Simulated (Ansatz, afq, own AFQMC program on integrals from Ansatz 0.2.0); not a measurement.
**SiO, triplet → SiO⁺, doublet**

```xyz
2

Si    0.0000    0.0000    0.0000
O     0.0000    0.0000    1.7235
```

E(doublet, charge +1) − E(triplet, charge +0) at this geometry, on UHF and UHF determinants.

Basis 6-31G. Only valence electrons are correlated. Ansatz 0.2.0 and our own AFQMC program on the same integrals; the CISD trial comes from CCSD amplitudes, and released means the phaseless constraint is let go. ± is one standard error of the sampling. The errors of all members are added in quadrature.

Full CI on the same integrals is exact in this basis and with this determinant's frozen core.

Errors are counted within 6-31G, not against nature.

Cautions: SiO (triplet): another spin lies lower, the CCSDT(Q) amplitudes may be one of several solutions (largest double 0.69), the CCSDTQ amplitudes may be one of several solutions (largest double 0.75), the released energy hasn't reached full CI (173 meV above it at 2.40 1/Eh), so no released level is given (meV from the phaseless value at times in 1/Eh: 13 ± 9 at 0.24, 7 ± 9 at 0.51, -14 ± 11 at 0.99, -43 ± 13 at 1.62, -14 ± 13 at 2.40), the determinant fills πx and πy unequally, so it mixes two states of the linear molecule, and each level undoes that mixture to a different degree, while full CI gives the lower state, its ph-AFQMC/CISD value lies 187 ± 10 meV above full CI; SiO⁺ (doublet): the search met a lower determinant of the same kind, perhaps of another symmetry (831 meV lower), and this one is a saddle point, strong correlation (T1 0.079, weight of the determinant 0.78, largest double 0.10), unrestricted determinant slightly spin contaminated (⟨S²⟩ 0.81 against 0.75), the released energy hasn't reached full CI (58 meV above it at 1.62 1/Eh, later times being too noisy to tell), so no released level is given (meV from the phaseless value at times in 1/Eh: -21 ± 15 at 0.24, -34 ± 14 at 0.51, -30 ± 16 at 0.99, -29 ± 19 at 1.62, -85 ± 32 at 2.40), its ph-AFQMC/CISD value lies 87 ± 15 meV above full CI.

| level | vertical ionization energy (eV) |
| --- | --- |
| HF | 8.431 |
| CCSD | 7.331 |

Q: From these cheaper values, estimate the vertical ionization energy at the reference level in 6-31G.

A: 7.316 eV (full CI in 6-31G).

```
        level  vertical ionization energy (eV)  error against FCI (eV)
          MP2                            7.564                   0.248
      CCSD(T)                            7.187                  -0.130
        CCSDT                            7.308                  -0.008
     CCSDT(Q)                            7.280                  -0.036
       CCSDTQ                            7.307                  -0.009
ph-AFQMC/CISD                    7.216 ± 0.018          -0.100 ± 0.018
```

Correlation beyond CCSD(T) adds 0.130 eV. The perturbative (T) step is worth −0.144 eV. Where a determinant mixes two states, these steps and errors hold in part the undoing of that mixture, and only full CI is sure.

CCSDT and higher add their correlation energy to the determinant of the CCSD(T) run, since their own runs factorise the integrals more tightly (a shift of under 2 meV).
